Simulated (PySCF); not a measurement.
F3N, SMILES FN(F)F.

Geometry: PBE-D3(BJ)/def2-TZVP.

These are PBE-D3(BJ)/def2-TZVP in PySCF values and carry that method's errors.

No scaling factor is applied to the harmonic values.

Modes within 1.5 cm⁻¹ of each other (mostly degenerate sets) share a row, with their intensities summed.

```json
[
 {"mode": "1–2", "ν (cm⁻¹)": "453", "IR (km/mol)": "9.9", "moving atoms (share of kinetic energy)": "F 98 %"},
 {"mode": "3", "ν (cm⁻¹)": "608", "IR (km/mol)": "0.8", "moving atoms (share of kinetic energy)": "F 91 %, N 9 %"},
 {"mode": "4–5", "ν (cm⁻¹)": "804", "IR (km/mol)": "506.9", "moving atoms (share of kinetic energy)": "N 71 %, F 29 %"},
 {"mode": "6", "ν (cm⁻¹)": "1005", "IR (km/mol)": "41.2", "moving atoms (share of kinetic energy)": "N 71 %, F 29 %"}
]
```
